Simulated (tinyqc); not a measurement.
Inside a calculation. Method: extended Hueckel theory, for H3O+. The parameters take no account of the charge, which enters only through the electron count. One step of it, computed by the program tinyqc.

Problem. Orbitals. Solve H C = S C e through S^(-1/2); fill by pairs from the bottom, a degenerate level sharing its electrons equally; each orbital has its largest coefficient positive (the first on a tie).

H (eV), lower triangle:
```
,1O 2s,1O 2px,1O 2py,1O 2pz,2H 1s,3H 1s,4H 1s
1O 2s,-32.300000
1O 2px,0.000000,-14.800000
1O 2py,0.000000,0.000000,-14.800000
1O 2pz,0.000000,0.000000,0.000000,-14.800000
2H 1s,-20.517720,-9.836869,0.000000,1.338995,-13.600000
3H 1s,-20.524997,4.915600,-8.523186,1.339659,-4.595742,-13.600000
4H 1s,-20.524997,4.915600,8.523186,1.339659,-4.595742,-4.592617,-13.600000
```

overlap S, lower triangle:
```
,1O 2s,1O 2px,1O 2py,1O 2pz,2H 1s,3H 1s,4H 1s
1O 2s,1.000000
1O 2px,0.000000,1.000000
1O 2py,0.000000,0.000000,1.000000
1O 2pz,0.000000,0.000000,0.000000,1.000000
2H 1s,0.471698,0.395447,0.000000,-0.053828,1.000000
3H 1s,0.471865,-0.197610,0.342636,-0.053855,0.193098,1.000000
4H 1s,0.471865,-0.197610,-0.342636,-0.053855,0.193098,0.192967,1.000000
```

valence electrons = 8

Give: orbital energies; occupations; coefficients; sum of one-electron energies.

Solution.

orbital energies (eV): -34.477  -17.403  -17.401  -14.830  1.189  1.203  21.994

occupations: 2.000  2.000  2.000  2.000  0.000  0.000  0.000

coefficients:
```
,MO1,MO2,MO3,MO4,MO5,MO6,MO7
1O 2s,0.790,0.000,0.000,0.043,0.000,0.000,1.147
1O 2px,0.000,0.000,0.688,0.000,-0.968,0.000,0.000
1O 2py,0.000,0.688,0.000,0.000,0.000,0.968,0.000
1O 2pz,0.011,0.000,0.000,0.997,0.000,0.000,-0.138
2H 1s,0.135,0.000,0.404,-0.018,1.001,0.000,-0.671
3H 1s,0.135,0.350,-0.202,-0.018,-0.500,-0.867,-0.672
4H 1s,0.135,-0.350,-0.202,-0.018,-0.500,0.867,-0.672
```

sum of one-electron energies = -168.222 eV
